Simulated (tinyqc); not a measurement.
Inside a calculation. Method: MP2 on RHF in the sto-3g basis, frozen core, for H2F+, spin multiplicity 1. One step of it, computed by the program tinyqc.

Problem. Iteration 8 (converged): orbitals. Diagonalise F' = X^T F X, C = X C', fill 5 alpha and 5 beta electrons from the bottom; D = 2 C_occ C_occ^T. Each column has its largest component positive (the first on a tie).

converged F (hartree), order 1F 1s, 1F 2s, 1F 2px, 1F 2py, 1F 2pz, 2H 1s, 3H 1s:
$$\begin{pmatrix}
-26.557288 & -6.773878 & 0.000000 & 0.000000 & -0.019995 & -0.943136 & -0.943136 \\
-6.773878 & -3.575154 & 0.000000 & 0.000000 & -0.082889 & -1.011850 & -1.011850 \\
0.000000 & 0.000000 & -0.995273 & 0.000000 & 0.000000 & 0.000000 & 0.000000 \\
0.000000 & 0.000000 & 0.000000 & -0.906625 & 0.000000 & -0.501489 & 0.501489 \\
-0.019995 & -0.082889 & 0.000000 & 0.000000 & -0.945803 & -0.338512 & -0.338512 \\
-0.943136 & -1.011850 & 0.000000 & -0.501489 & -0.338512 & -0.731419 & -0.253921 \\
-0.943136 & -1.011850 & 0.000000 & 0.501489 & -0.338512 & -0.253921 & -0.731419
\end{pmatrix}$$

X, order 1F 1s, 1F 2s, 1F 2px, 1F 2py, 1F 2pz, 2H 1s, 3H 1s:
$$\begin{pmatrix}
1.023516 & -0.134198 & 0.000000 & 0.000000 & -0.004419 & 0.016560 & 0.016560 \\
-0.134198 & 1.122039 & 0.000000 & 0.000000 & 0.041065 & -0.186679 & -0.186679 \\
0.000000 & 0.000000 & 1.000000 & 0.000000 & 0.000000 & 0.000000 & 0.000000 \\
0.000000 & 0.000000 & 0.000000 & 1.058174 & 0.000000 & -0.152574 & 0.152574 \\
-0.004419 & 0.041065 & 0.000000 & 0.000000 & 1.016886 & -0.077066 & -0.077066 \\
0.016560 & -0.186679 & 0.000000 & -0.152574 & -0.077066 & 1.091515 & -0.054846 \\
0.016560 & -0.186679 & 0.000000 & 0.152574 & -0.077066 & -0.054846 & 1.091515
\end{pmatrix}$$

Give: F' = X^T F X; orbital energies; coefficients C; D after iteration 8.

Solution.

F' = X^T F X (hartree):
$$\begin{pmatrix}
-26.080 & -3.434 & 0.000 & 0.000 & -0.037 & -0.099 & -0.099 \\
-3.434 & -2.253 & 0.000 & 0.000 & 0.031 & -0.421 & -0.421 \\
0.000 & 0.000 & -0.995 & 0.000 & 0.000 & 0.000 & 0.000 \\
0.000 & 0.000 & 0.000 & -0.714 & 0.000 & -0.402 & 0.402 \\
-0.037 & 0.031 & 0.000 & 0.000 & -0.883 & -0.239 & -0.239 \\
-0.099 & -0.421 & 0.000 & -0.402 & -0.239 & -0.373 & -0.055 \\
-0.099 & -0.421 & 0.000 & 0.402 & -0.239 & -0.055 & -0.373
\end{pmatrix}$$

orbital energies (hartree): MO1 -26.567, MO2 -1.984, MO3 -1.118, MO4 -1.012, MO5 -0.995, MO6 -0.081, MO7 0.085

coefficients C, order 1F 1s, 1F 2s, 1F 2px, 1F 2py, 1F 2pz, 2H 1s, 3H 1s:
$$\begin{pmatrix}
0.995 & -0.252 & 0.000 & 0.056 & 0.000 & 0.099 & 0.000 \\
0.022 & 0.960 & 0.000 & -0.282 & 0.000 & -0.589 & 0.000 \\
0.000 & 0.000 & 0.000 & 0.000 & 1.000 & 0.000 & 0.000 \\
0.000 & 0.000 & 0.737 & 0.000 & 0.000 & 0.000 & 0.789 \\
0.002 & 0.080 & 0.000 & 0.892 & 0.000 & -0.495 & 0.000 \\
-0.004 & 0.082 & 0.346 & 0.210 & 0.000 & 0.726 & -0.749 \\
-0.004 & 0.082 & -0.346 & 0.210 & 0.000 & 0.726 & 0.749
\end{pmatrix}$$

D after iteration 8, order 1F 1s, 1F 2s, 1F 2px, 1F 2py, 1F 2pz, 2H 1s, 3H 1s:
$$\begin{pmatrix}
2.113 & -0.472 & 0.000 & 0.000 & 0.064 & -0.025 & -0.025 \\
-0.472 & 2.003 & 0.000 & 0.000 & -0.349 & 0.039 & 0.039 \\
0.000 & 0.000 & 2.000 & 0.000 & 0.000 & 0.000 & 0.000 \\
0.000 & 0.000 & 0.000 & 1.087 & 0.000 & 0.509 & -0.509 \\
0.064 & -0.349 & 0.000 & 0.000 & 1.605 & 0.387 & 0.387 \\
-0.025 & 0.039 & 0.000 & 0.509 & 0.387 & 0.340 & -0.137 \\
-0.025 & 0.039 & 0.000 & -0.509 & 0.387 & -0.137 & 0.340
\end{pmatrix}$$
